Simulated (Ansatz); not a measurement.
H₂MgO, SMILES `[OH][MgH]`, charge 0, multiplicity 1.

Question: Give a relaxed structure at PBE0-D4/def2-TZVP (Ansatz). (Estimate.)

Answer: Computed: 
Cartesian coordinates in Å:
```
O -0.523 0.698 -0.613
Mg 0.340 -0.454 0.400
H -0.986 1.317 -1.159
H 1.169 -1.561 1.373
```
Point group C∞v.
